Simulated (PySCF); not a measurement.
SiF4, SMILES F[Si](F)(F)F. Atoms are numbered in the order given.

```xyz
5

F      0.9182     0.9182     0.9182
Si     0.0000     0.0000     0.0000
F     -0.9182     0.9182    -0.9182
F     -0.9182    -0.9182     0.9182
F      0.9182    -0.9182    -0.9182
```

Coordinates come from a ωB97X-D3(BJ)/def2-SVP optimisation. The isomer is the one that the SMILES or the coordinates give; other isomers of the formula were not compared.

Two levels are set side by side: PBE/pcSseg-2 (PySCF) and PBE0/pcSseg-2 (PySCF). GIAO shifts against CFCl3 (¹⁹F), TMS (²⁹Si) at the same level; non-relativistic, no solvent, atoms listed together averaged. Differences are taken from unrounded values.

```csv
quantity,PBE0,PBE,PBE minus PBE0
"δ(¹⁹F) of F1, F3, F4, F5 (ppm)",-175.4,-196.7,-21.2
δ(²⁹Si) of Si2 (ppm),-108.2,-106.6,1.5
```

Rough cost on one machine, each run with all the roots and properties that it gave: PBE0 against PBE within a factor of 2.
